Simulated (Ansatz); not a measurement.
Molecule: CH₃Cl (charge +1, doublet). 
Geometry from a B3LYP-D3(BJ)/def2-TZVP (Ansatz, a first-principles code) optimisation:
```xyz
5

C      0.0122    -0.0737    -1.0984
Cl    -0.0068     0.0276     0.6401
H     -0.0090     1.0045    -1.4064
H      0.9613    -0.4947    -1.4329
H     -0.9105    -0.5366    -1.4509
```
Charge +1, spin multiplicity 2.

Basis-set convergence of Hartree-Fock and CCSD(T) correlation energies (hartree) with Ansatz. Correlated levels leave the core frozen unless marked. UHF or UKS for open shells. No spin-orbit coupling. No relativistic terms.

```csv
basis,functions,E(HF),"E(corr, CCSD(T))"
cc-pV(D+d)Z,52,-498.73897,-0.30490
cc-pV(T+d)Z,111,[?],[?]
```

Q: Complete the blanks.

A: 
- cc-pV(T+d)Z, E(HF): -498.77053
- cc-pV(T+d)Z, E(corr, CCSD(T)): -0.38562
